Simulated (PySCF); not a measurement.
# SO2: magnetic properties

One table from this session's results is given with a row withheld; the runs are named, their logs left out.

Computed with PySCF 2.14.0 and routines of our own; the level stands in each step. Atoms count from 0.

## The system as given

3 atoms, charge 0, multiplicity 1; geometry from: GFN2-xTB.

The first run:

Job settings and geometry (Å):

```
{"job": {"xc": "PBE0", "basis": "def2-SVP", "d3": "d3bj", "grid": 1, "kind": "geom"}, "charge": 0, "multiplicity": 1}
O     -1.203605     0.300650    -0.002985
S     -0.016655    -0.504487    -0.010273
O      1.231741     0.201299     0.000705
```

Started as:

```sh
$ OMP_NUM_THREADS=1 python excited_run.py task.json out
```

The driver reads the jobs from task.json and runs them one after another.

Steps of the session up to this table: Optimising the geometry at PBE0-D3(BJ)/def2-SVP; Magnetic properties: GIAO B3LYP/IGLO-II; Magnetic properties: GIAO B3LYP/pcSseg-2; Magnetic properties: GIAO B3LYP/MINI; Magnetic properties: GIAO B3LYP/cc-pCVDZ; Magnetic properties: GIAO B3LYP/def2-SVPD; Magnetic properties: GIAO B3LYP/def2-QZVP.

One table of the session follows, with a row left open; its other results are not shown here.

```
               level  gap (eV)
  GIAO B3LYP/IGLO-II      5.50
 GIAO B3LYP/pcSseg-2      5.47
     GIAO B3LYP/MINI         ?
 GIAO B3LYP/cc-pCVDZ      5.35
GIAO B3LYP/def2-SVPD      5.39
GIAO B3LYP/def2-QZVP      5.51
```

Estimate the missing values for GIAO B3LYP/MINI.

**Answer.** gap (eV): 4.20. In the column «gap (eV)» it is the lowest.

Caveats from the session: GIAO B3LYP/MINI has a minimal basis, so it is left out of the spread where two other levels stand. Vibrational averaging and real surroundings are missing from these values.
